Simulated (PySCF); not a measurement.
## Mayer bond orders and bond lengths

Compound: cyanoacetic acid, C₃H₃NO₂.
Atom-mapped SMILES: `[N:1]#[C:2][CH2:3][C:4](=[O:5])[OH:6]` (hydrogens: H7, H8 on C3; H9 on O6)

Geometry (PBE0-D3(BJ)/def2-SVP, Å), atoms numbered from 1 in this order:
```
atom  x, y, z in Å
N1    -1.7976    1.7528   -0.9436
C2    -1.2980    0.8029   -0.5140
C3    -0.7001   -0.4068    0.0270
C4     0.7922   -0.3612    0.3084
O5     1.3675   -1.2528    0.8651
O6     1.3716    0.7484   -0.1368
H7    -0.8709   -1.2453   -0.6677
H8    -1.1996   -0.6857    0.9677
H9     2.3158    0.6862    0.0778
```

Bond orders from the PBE0/pcSseg-1 density (PySCF). The structure is a single PBE0-D3(BJ)/def2-SVP conformer in the gas phase; no vibrational or solvent corrections.

Q: Where do the orders between heavy atoms depart from those drawn in the SMILES?

A: The largest departure is 0.178, at C4–O6 (drawn single, 1.178). Drawn single, order above 1.12: C4–O6 (1.178).

Q: Set the Mayer orders of the bonds beside their lengths.

A: 
```tsv
bond	drawn as	length (Å)	Mayer order
N1–C2	triple	1.156	3.048
C2–C3	single	1.454	0.984
C3–C4	single	1.519	0.944
C4–O5	double	1.198	1.976
C4–O6	single	1.329	1.178
C3–H7	single	1.102	0.906
C3–H8	single	1.101	0.912
O6–H9	single	0.970	0.925
```

By pair of heavy elements: C–C: lowest C3–C4 (0.944, 1.519 Å), highest C2–C3 (0.984, 1.454 Å). C–O: lowest C4–O6 (1.178, 1.329 Å), highest C4–O5 (1.976, 1.198 Å).

Q: Sum the orders of all bonds at each heavy atom with more than one neighbour and set the sums beside the valence in the SMILES.

A: C2 4.032 (drawn 4), C3 3.746 (drawn 4), C4 4.098 (drawn 4), O6 2.103 (drawn 2). Orders between atoms that aren't bonded are not in these sums.

For a closed shell the Mayer order of atoms A and B is Σ (PS)μν (PS)νμ over the basis functions μ on A and ν on B, with P the density and S the overlap matrix.
